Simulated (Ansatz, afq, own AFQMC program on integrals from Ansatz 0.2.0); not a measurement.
# Atomization energy of NbO, quartet

```csv
atom,x (Å),y (Å),z (Å)
Nb,0.0000,0.0000,0.0000
O,0.0000,0.0000,1.6748
```

Atoms in their ground-state spins without spin–orbit coupling (mostly on UHF) minus the molecule (UHF), without zero-point energy. The geometry is a stationary point, not shown to be a minimum.

Basis def2-TZVP with its core potentials. Noble-gas cores (and the filled d shells of Ga–Kr and In–Xe) are frozen. Ansatz 0.2.0 and our own AFQMC program on the same integrals; the CISD trial comes from CCSD amplitudes, and released means the phaseless constraint is let go. ± is one standard error of the sampling. No spin–orbit coupling. The metal's outer-core s and p shells are frozen, which shifts wave-function levels against functionals. The errors of all members are added in quadrature.

No full CI on the walks' own integrals is used here; CCSDT(Q) serves as the reference and is uncertain by about the last step of the cluster series. Each member takes its own surest rung, up to full CI.

The best estimate is CCSD(T) at the basis-set limit (CBS: def2-TZVPP and def2-QZVPP, with their diffuse functions for anions and beside diffuse sets, CCSD(T) itself extrapolated) plus the step from CCSD(T) to CCSDT(Q) in def2-TZVP. Rows without CBS are in def2-TZVP; B2PLYP and the wave-function rows carry a basis error of their own. Core correlation and relativity beyond core potentials are missing, and ± holds the sampling alone.

Cautions: no spin-orbit coupling; outer-core shells of the metal frozen; NbO (quartet): higher spins were not checked, (T) is large, 7 % of the CCSD correlation, unrestricted determinant slightly spin contaminated (⟨S²⟩ 3.84 against 3.75), the released energies have errors that jump between times, so the bars are unsure, so no released level is given (meV from the phaseless value at times in 1/Eh: -23 ± 5 at 0.60, -29 ± 9 at 1.20, -261 ± 228 at 2.00, -38 ± 9 at 3.00, -37 ± 16 at 4.20), though the last usable value meets CCSDT(Q) within the noise, its ph-AFQMC/CISD value lies 50 ± 5 meV above CCSDT(Q).

| level | atomization energy (eV) |
| --- | --- |
| PBE | 8.275 |
| B3LYP | 7.637 |
| wB97M-V | 7.410 |

(1) From these cheaper values, estimate the atomization energy at the level of the best estimate.

(1) 7.750 eV (best estimate, highest rung CCSDT(Q)).

| level | atomization energy (eV) | error against the best estimate (eV) |
| --- | --- | --- |
| HF | 3.360 | -4.390 |
| MP2 | 8.008 | 0.258 |
| CCSD | 6.918 | -0.831 |
| CCSD(T) | 7.420 | -0.330 |
| CCSDT | 7.409 | -0.341 |
| CCSDT(Q) | 7.444 | -0.306 |
| ph-AFQMC/CISD | 7.407 ± 0.005 | -0.343 ± 0.005 |
| HF/CBS | 3.487 | -4.263 |
| MP2/CBS | 8.350 | 0.600 |
| CCSD(T)/CBS | 7.725 | -0.024 |
| r2SCAN | 7.606 | -0.144 |
| PBE0 | 7.380 | -0.370 |
| B2PLYP | 7.851 | 0.101 |

Correlation beyond CCSD(T) adds 0.024 eV. Going to the basis-set limit adds 0.306 eV at CCSD(T). The perturbative (T) step is worth +0.501 eV.

Best estimates are given only where the step beyond CCSD(T) is under 0.3 eV and no member's determinant is very poor (T1 over 0.05, or 0.07 for open shells, ⟨S²⟩ too high by 0.3, two states mixed), so the hardest cases are missing from such tables.

The functionals ran in a triple-zeta set and keep a basis error of their own, a few kJ/mol for each bond in atomization energies and more for double hybrids, so close places among them and the extrapolated levels can swap.

CCSDT and higher add their correlation energy to the determinant of the CCSD(T) run, since their own runs factorise the integrals more tightly (a shift of under 2 meV). Each member of a difference takes its own highest rung, so a best estimate needn't equal the limit plus the step of one row. A walk keeps the symmetry of its determinant, which the program's search chose and which needn't be the lowest solution, so a lower state of the same spin and another symmetry isn't excluded. The exponents were fitted on light atoms, and def2 sets of heavy atoms don't grow evenly, so the limit is rough here.
